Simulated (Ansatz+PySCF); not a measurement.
The numbers below are computed, except where a source is named.
# Several solutions for doublet N2(+)

```xyz
2

N     0.0000    0.0000   -1.2205
N     0.0000    0.0000    1.2205
```

Basis set: STO-3G (spherical functions). Charge 1, multiplicity 2.

PBE0 (unrestricted) was run from several starts with Ansatz (development build ahead of 0.2.0) and PySCF 2.14.0.

| run | program | start | converged | energy (hartree) | <S²> |
| --- | --- | --- | --- | --- | --- |
| A | Ansatz | atomic start, no search | yes | -107.07799 | 0.75 |
| B | PySCF | program defaults | yes | -107.07800 | 0.75 |
| C | Ansatz | stability test followed | yes | -107.27019 | 2.74 |
| D | Ansatz | search for the lowest state | yes | -107.27019 | 2.74 |

Question: Which runs reached the lowest solution of this kind, and what is wrong with the others?

Answer: C, D reached the lowest solution found. Converged but too high: A by 5.23 eV, B by 5.23 eV. Convergence only shows a stationary point, and even a stable one can lie too high; stability tests and further starts are what find lower ones. Caution: the unrestricted determinant is a mixture of spin states.
